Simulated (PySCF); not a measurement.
P₂, SMILES P#P.

Geometry optimised at B3LYP-D3(BJ)/def2-TZVPD.

Calculation: PySCF with PBE/def2-TZVPD.

Isolated molecule, no solvent.

Computed frontier levels, gap, dipole moment and polarisability:
```json
{
 "highest_occupied_level": "-7.12 eV",
 "lowest_empty_level": "-3.39 eV",
 "orbital_gap": "3.73 eV",
 "dipole_moment": "0.00 D",
 "quadrupole, principal values (traceless, Buckingham form, about the centre of nuclear charge)": "-0.27, -0.27, 0.53 D·Å",
 "mean_static_polarisability": "49.4 bohr³ (7.31 Å³)",
 "polarisability_principal_values": "39.5, 39.5, 69.1 bohr³"
}
```
